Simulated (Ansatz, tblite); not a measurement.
# Lattice parameter a of wurtzite ZnS (high-temperature phase): levels of theory against measurement

Reference value: 3.823 Å (measured, temperature not stated, not corrected to a static lattice, our sources range from 3.811 to 3.823; as tabulated in Kisi, Elcombe, Acta Cryst. C 45, 1867 (1989), by the Crystallography Open …).

| level (code) | value (Å) |
|---|---|
| IPEA1-xTB (tblite) | 3.793 |
| LDA (Ansatz) | (withheld) |
| PBE (Ansatz) | 3.845 |
| rVV10 (Ansatz) | 3.848 |
| Hartree–Fock (Ansatz) | 3.953 |

### Question
Fill in the missing entries.

### Answer

- LDA (Ansatz, a first-principles code), value (Å): 3.738

Differences against the reference: IPEA1-xTB -0.78 %, LDA -2.22 %, PBE +0.58 %, rVV10 +0.65 %, Hartree–Fock +3.40 %.

Leaving aside IPEA1-xTB (doubt noted below): The reference's temperature isn't stated, so close values are not ranked against it. Off by more than 1.25 %, or 1.75 % on the side where a correction would as a rule narrow the miss (bounds picked here): Hartree–Fock (+3.40 %), LDA (-2.22 %).

The reference isn't brought to a static lattice, while the calculations are for one, so the differences are not the levels' errors alone.  IPEA1-xTB: this parameter set was refitted to ionisation energies, not structures. IPEA1-xTB: the run uses a supercell at the zone centre in place of a k mesh. Cutoffs and k meshes differ between the levels. Ansatz's density-functional and Hartree–Fock values are scalar-relativistic unless marked +SOC, with PAW data made under PBE.

Differences are worked out from the printed values.
